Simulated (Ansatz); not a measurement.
# CH₂AlO+ (SMILES [CH+]1[O][AlH]1): single points off equilibrium

A test off equilibrium: a structure displaced at random from a GFN2-xTB minimum is computed at several levels, and each is set against CCSD(T).

Method: single points in def2-TZVPP; program: Ansatz 0.2.0, Gaussian basis.

Cores are frozen in the correlated methods. B3LYP uses VWN-RPA correlation.

### 1 Where the work starts

SMILES `[CH+]1[O][AlH]1`, 5 atoms, charge 1, spin multiplicity 1.

Atoms are counted from 1 here; the program's logs count them from 0.

Bond lengths: C1–O2 1.342 Å, C1–Al3 1.956 Å, C1–H4 1.238 Å, O2–Al3 1.932 Å, Al3–H5 1.517 Å. Angles: O2–C1–Al3 68.8°, O2–C1–H4 109.8°, Al3–C1–H4 178.2°, C1–O2–Al3 70.8°, C1–Al3–O2 40.4°, C1–Al3–H5 178.0°, O2–Al3–H5 138.2°.

Geometry (Å):

```
C    -0.5742   -0.8397   -0.1187
O    -0.3551   -0.1972    1.0393
Al    0.5871    0.7127   -0.3808
H    -1.3317   -1.8002    0.0709
H     1.4540    1.9456   -0.5546
```

### 2 CCSD(T)/def2-TZVPP

run/in.yaml

```yaml
crystal:
  periodic: [false, false, false]
  atoms:
    - {symbol: C, position_ang: [-0.574200, -0.839700, -0.118700]}
    - {symbol: O, position_ang: [-0.355100, -0.197200, 1.039300]}
    - {symbol: Al, position_ang: [0.587100, 0.712700, -0.380800]}
    - {symbol: H, position_ang: [-1.331700, -1.800200, 0.070900]}
    - {symbol: H, position_ang: [1.454000, 1.945600, -0.554600]}
basis:
  gaussian: {orbitals: def2-TZVPP}
total_charge: 1
correlation: {method: ccsd_t}
output: {forces: true}
```

No record of the launch command was kept for these runs.

### 3 PBE0-D4/def2-TZVPP

run/in.yaml, as its differences from that of step 2:

```diff
@@ -11,3 +11,3 @@
 total_charge: 1
-correlation: {method: ccsd_t}
-output: {forces: true}
+hamiltonian: {xc: pbe0, dispersion: d4}
+output: {forces: true, orbitals: {seedname: orbitals}}
```

### 4 wB97M-V/def2-TZVPP

run/in.yaml, as its differences from that of step 3:

```diff
@@ -11,3 +11,3 @@
 total_charge: 1
-hamiltonian: {xc: pbe0, dispersion: d4}
-output: {forces: true, orbitals: {seedname: orbitals}}
+hamiltonian: {xc: {name: wB97M-V}}
+output: {forces: true}
```

### 5 r2SCAN-D4/def2-TZVPP

run/in.yaml, as its differences from that of step 4:

```diff
@@ -11,3 +11,3 @@
 total_charge: 1
-hamiltonian: {xc: {name: wB97M-V}}
+hamiltonian: {xc: r2scan, dispersion: d4}
 output: {forces: true}
```

### 6 PBE-D4/def2-TZVPP

run/in.yaml, as its differences from that of step 5:

```diff
@@ -11,3 +11,3 @@
 total_charge: 1
-hamiltonian: {xc: r2scan, dispersion: d4}
+hamiltonian: {xc: pbe, dispersion: d4}
 output: {forces: true}
```

### 7 B3LYP-D4/def2-TZVPP

run/in.yaml, as its differences from that of step 6:

```diff
@@ -11,3 +11,3 @@
 total_charge: 1
-hamiltonian: {xc: pbe, dispersion: d4}
+hamiltonian: {xc: {name: B3LYP}, dispersion: d4}
 output: {forces: true}
```

### 8 HSE06-D4/def2-TZVPP

run/in.yaml, as its differences from that of step 7:

```diff
@@ -11,3 +11,3 @@
 total_charge: 1
-hamiltonian: {xc: {name: B3LYP}, dispersion: d4}
+hamiltonian: {xc: hse06, dispersion: d4}
 output: {forces: true}
```

(Steps that only read results are left out.)

Before running it: what results should come out? Wanted: energy less free atoms, CCSD(T)/def2-TZVPP; RMS force component; RMS force error; HOMO and LUMO, PBE0-D4; T1 diagnostic.

As calculated:

| quantity | value |
| --- | --- |
| energy less free atoms, CCSD(T)/def2-TZVPP | -208.5 kcal/mol |
| RMS force component | 1.529 to 1.888 eV/Å over the methods |
| RMS force error | PBE0-D4 0.389, wB97M-V 0.329, r2SCAN-D4 0.203, PBE-D4 0.179, B3LYP-D4 0.254, HSE06-D4 0.385 eV/Å |
| HOMO and LUMO, PBE0-D4 | -14.11 and -8.63 eV |
| T1 diagnostic | 0.021 |

What this shows: Against CCSD(T) the functionals' energies less atoms differ by -23.5 to -5.3 kcal/mol, PBE-D4 by -23.5 kcal/mol. A larger basis would deepen the CCSD(T) value, while the functionals are nearly converged already, so the order here is not reliable. For forces PBE-D4 does best and PBE0-D4 worst.
